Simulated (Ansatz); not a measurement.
Reaction (SMILES): Cl (HCl) → [Cl-] + H+
B3LYP-D3(BJ)/def2-TZVP geometries, fixed; electronic energies without zero-point terms.

Effect of a fitting basis named in the input at MP2/aug-cc-pV(T+d)Z with Ansatz (a program for electronic structure), against the last row, where the deprotonation energy is 335.78 kcal/mol. Cores are frozen. The default fits or decomposes integrals by the program's own choice; accuracy: high also tightens integrals, grids and stops.

| setting | largest shift of a total energy (mEh) | shift of the deprotonation energy (kcal/mol) |
|---|---|---|
| fitting: def2-universal-jkfit and def2-SVP-RIFIT | -4.525 | -1.084 |
| fitting: def2-universal-jkfit and cc-pVDZ-RIFIT | -4.572 | -1.300 |
| fitting: def2-universal-jkfit and cc-pVTZ-RIFIT | -0.491 | -0.300 |
| fitting: def2-universal-jkfit and aug-cc-pVTZ-RIFIT | -0.304 | -0.234 |
| fitting: def2-universal-jkfit and cc-pVQZ-RIFIT | -0.193 | -0.171 |
| fitting: def2-universal-jkfit and aug-cc-pVQZ-RIFIT | -0.311 | -0.233 |
| accuracy: high | -0.001 | 0.000 |
| accuracy: medium (default) | 0.000 | 0.000 |

Within 0.1 kcal/mol in the deprotonation energy: accuracy: high. The largest shift is 4.572 mEh in a total energy and 1.300 kcal/mol in the difference.
